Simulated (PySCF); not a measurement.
# C3H6

The system: C3H6, a carbene (divalent C1, bonded to 2 C); neutral, singlet. The structure, one conformer, was relaxed in the gas phase by PBE0-D3(BJ)/def2-SVP. No frequency run checks that it is a minimum.

The lowest triplet lies only 0.74 eV up at this geometry (Tamm-Dancoff CAM-B3LYP/def2-SVPD) and falls further when it relaxes, so it may lie near or below this singlet. Shieldings at and next to the centre that carries it rest on this small gap and are unreliable.

SMILES: C[C]C

```
atom   x (Å)   y (Å)   z (Å)
  C1   0.097   0.138  -0.834
  C2   1.222   0.104   0.100
  C3  -1.182  -0.155  -0.188
  H4   1.015   0.147   1.192
  H5   1.567  -0.934  -0.118
  H6   2.074   0.743  -0.179
  H7  -1.511   0.902  -0.038
  H8  -1.947  -0.590  -0.848
  H9  -1.180  -0.633   0.816
```

Shieldings: GIAO PBE0/pcSseg-2. Shifts are against computed references at the same level: C TMS (σ 184.1 ppm), H TMS (σ 31.24 ppm). Core levels by delta-SCF with SCAN, pcX-2 on the ionised atom and pcseg-1 elsewhere, spin-free X2C; from the vacuum level, for chosen atoms.

**Question.** Give the NMR and core-level values of the distinct atoms.

**Answer.** 
| atoms | bonded to | σ (ppm) | δ (ppm) | core level (eV) |
| --- | --- | --- | --- | --- |
| C1 | 2 C | -599.6 | 783.7 | 1s 291.47 |
| C2 C3 | 1 C + 3 H | 105.7 | 78.5 | 1s 291.11 |
| H4 H5 H6 | 1 C | 26.00 | 5.25 | - |
| H7 H8 H9 | 1 C | 26.00 | 5.25 | - |

Values are those of this one static structure, with the three H of a rotating XH3 group averaged; atoms that internal rotation interchanges would show their mean in an NMR spectrum. The mean hides a wide spread in H4 H5 H6 (σ from 22.9 to 28.2 ppm); H7 H8 H9 (σ from 22.8 to 28.2 ppm).

**Question.** Which of C1, C2 holds its core electrons tightest, and by how much against the loosest?

**Answer.** C1 (bonded to 2 C), by 0.36 eV over C2 (bonded to 1 C + 3 H).

**Question.** By CAM-B3LYP/def2-SVPD (TDDFT singlets, Tamm-Dancoff triplets, ionisation by delta-SCF), where does absorption start, and what does vertical ionisation take?

**Answer.** The lowest singlet lies at 2.13 eV (f 0.003), the strongest of the first 6 at 6.91 eV (f 0.217), the lowest triplet at 0.74 eV; vertical ionisation takes 8.23 eV.

The 3 runs behind this took 56 s in all, one thread each of Arm Neoverse N1 on a shared host, launched as `OMP_NUM_THREADS=1 python cluster_run.py task.json out`.
